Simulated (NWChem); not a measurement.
Species: N$_{2}$H cation; SMILES N#[NH+]

```xyz
3

N      0.0000     0.0000     0.6578
N      0.0000     0.0000    -0.4350
H      0.0000     0.0000    -1.4794
```
Atoms are numbered in this order, from 1.

All runs use the structure optimised with PBE0/def2-SVP.

Question: List the 4 lowest vertical singlet excitations and the 4 lowest triplet ones from BHandHLYP/6-31+G* (spherical d), TDA (NWChem).

Answer: 
```
state  energy (eV)  oscillator strength  leading excitation (squared amplitude)
-----  -----------  -------------------  --------------------------------------
S1            9.07                0.000                  HOMO−1 → LUMO+1 (0.46)
S2            9.56                0.000                    HOMO−1 → LUMO (0.49)
S3            9.56                0.000                  HOMO−1 → LUMO+1 (0.49)
S4           10.70                0.056                  HOMO−2 → LUMO+1 (0.97)
T1            7.09       spin-forbidden                    HOMO−1 → LUMO (0.46)
T2            7.93       spin-forbidden                  HOMO−1 → LUMO+1 (0.49)
T3            7.93       spin-forbidden                    HOMO−1 → LUMO (0.49)
T4            7.96       spin-forbidden                  HOMO−2 → LUMO+1 (0.98)
```
